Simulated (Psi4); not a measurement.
**BF (SMILES [B]F) at PBE0/aug-cc-pVTZ (sweep point 2)**

Wanted: a structure relaxation of BF. Input form: a Python script.

Program for the calculation: Psi4 1.11.

1 further run of the same task is left out (set aside as unsound or not needed).

## 1. The structure to begin with

BF has 2 atoms, charge 0, and is taken as a singlet. SMILES: `[B]F`. Geometry: relaxed at PBE0-D4/def2-TZVP. The run starts from this shape.

Bond lengths: B1–F2 1.263 Å.

## 2. A geometry optimisation at PBE0/aug-cc-pVTZ (sweep point 2)

The input, job.py:

```python
import psi4

psi4.set_memory('1600 MB')
psi4.set_num_threads(1)
psi4.core.set_output_file('psi4.out', False)

geom = psi4.geometry("""
B      0.00000000     0.00000000    -0.01766894
F      0.00000000     0.00000000     2.36922523
units bohr
symmetry c1
""")

psi4.set_options({
    'reference': 'rks',
    'puream': True,
    'scf_type': 'pk',
    'dft_radial_points': 99,
    'dft_spherical_points': 590,
    'g_convergence': 'gau_tight',
    'geom_maxiter': 50,
})

energy_value = psi4.optimize('pbe0/aug-cc-pVTZ', molecule=geom)
print(f'pbe0/aug-cc-pVTZ energy: {energy_value:.10f} Eh')
print(geom.to_string(dtype='xyz', units='Angstrom'))
for k, v in sorted(psi4.core.scalar_variables().items()):
    print(f'{k:45s} {v:18.10f}')
```

Launch:

```bash
python job.py
```

psi4.out:

```text
[...]
  Running in c1 symmetry.
[...]
  Nuclear repulsion =   18.852951490513714
[...]
  Multiplicity = 1
[...]
  Nalpha       = 7
  Nbeta        = 7
[...]
    Number of basis functions: 92
[...]
   @RKS iter   1:  -124.54488944114809   -4.50173e-01   3.45027e-03 DIIS/ADIIS
[...]
   @RKS iter   4:  -124.57544852219205   -1.25056e-12   4.49835e-09 DIIS
[...]
    Orbital Energies [Eh]
    ---------------------
    Doubly Occupied:
       1A    -24.864166     2A     -6.894473     3A     -1.335000
       4A     -0.642757     5A     -0.550096     6A     -0.550096
       7A     -0.295536
[...]
  @RKS Final Energy:  -124.57544852219205
   => Energetics <=
    Nuclear Repulsion Energy =             18.8550087524450518
    One-Electron Energy =                -208.8678380974119477
    Two-Electron Energy =                  76.2673110165032568
    DFT Exchange-Correlation Energy =     -10.8299301937284103
    Empirical Dispersion Energy =           0.0000000000000000
    VV10 Nonlocal Energy =                  0.0000000000000000
    Total Energy =                       -124.5754485221920476
[...]
 Multipole Moments:
 ------------------------------------------------------------------------------------
     Multipole            Electronic (a.u.)      Nuclear  (a.u.)        Total (a.u.)
 ------------------------------------------------------------------------------------
 L = 1.  Multiply by 2.5417464519 to convert [e a0] to [Debye]
 Dipole X            :         -0.0000000            0.0000000           -0.0000000
 Dipole Y            :         -0.0000000            0.0000000           -0.0000000
 Dipole Z            :          0.0676477            0.3254319            0.3930796
 Magnitude           :                                                    0.3930796
[...]
  -Total Gradient:
     Atom            X                  Y                   Z
    ------   -----------------  -----------------  -----------------
       1        0.000000000000    -0.000000000000     0.000000098239
       2        0.000000000000    -0.000000000000     0.000000062800
[...]
    Final optimized geometry and variables:
    Molecular point group: c1
    Full point group: C_inf_v
    Geometry (in Bohr), charge = 0, multiplicity = 1:
    B            0.000000000000     0.000000000000    -1.511019406995
    F            0.000000000000     0.000000000000     0.875614330005
[...]
```

The script printed:

```text
Some dependencies such as QCElemental have not yet finished migration to pydantic v2. If issues are encountered please downgrade pydantic or upgrade QCElemental as appropriate
	Denominators (dg)(dq) or (dq)(dq) are very small.
	Skipping Hessian update for step 2.
Optimizer: Optimization complete!
pbe0/aug-cc-pVTZ energy: -124.5754485222 Eh
2
0 1 BF
B                     0.000000000000     0.000000000000    -0.799597035062
F                     0.000000000000     0.000000000000     0.463355148774

CURRENT ENERGY                                   -124.5754485222
CURRENT REFERENCE ENERGY                         -124.5754485222
DD SOLVATION ENERGY                                 0.0000000000
DFT FUNCTIONAL TOTAL ENERGY                      -124.5754485222
DFT TOTAL ENERGY                                 -124.5754485222
DFT VV10 ENERGY                                     0.0000000000
DFT XC ENERGY                                     -10.8299301937
GRID ELECTRONS ALPHA                                6.9999999748
GRID ELECTRONS BETA                                 6.9999999748
GRID ELECTRONS TOTAL                               13.9999999496
NUCLEAR REPULSION ENERGY                           18.8550087524
ONE-ELECTRON ENERGY                              -208.8678380974
OPTIMIZATION ITERATIONS                             3.0000000000
PCM POLARIZATION ENERGY                             0.0000000000
PE ENERGY                                           0.0000000000
SCF ITERATION ENERGY                             -124.5754485222
SCF ITERATIONS                                      4.0000000000
SCF TOTAL ENERGY                                 -124.5754485222
TWO-ELECTRON ENERGY                                76.2673110165
XC GRID RADIAL POINTS                              99.0000000000
XC GRID SPHERICAL POINTS                          590.0000000000
XC GRID TOTAL POINTS                           115222.0000000000
```

Wall time 35 s (1 thread of Intel Xeon at 2.70GHz, shared host); peak memory 0.7 GiB.

Step by step:

| step | energy from the first frame kept (eV) | largest force (eV/Å) |
| --- | --- | --- |
| 0 | 0.0000 | 0.0070 |
| 1 | 0.0000 | 0.0023 |
| 2 | 0.0000 | 0.0000 |

## 3. Results

At PBE0/aug-cc-pVTZ (sweep point 2):

| quantity | value |
| --- | --- |
| total energy at the end | -124.57545 Eh |
| dipole moment | 1.00 D |
| HOMO energy | -8.04 eV |
| LUMO energy | -1.11 eV |
| HOMO–LUMO gap | 6.93 eV |
| bond length | 1.263 Å |

What this shows: At the final geometry: Bond lengths: B1–F2 1.263 Å. The optimisation took 3 steps and changed the energy by -0.000 eV.
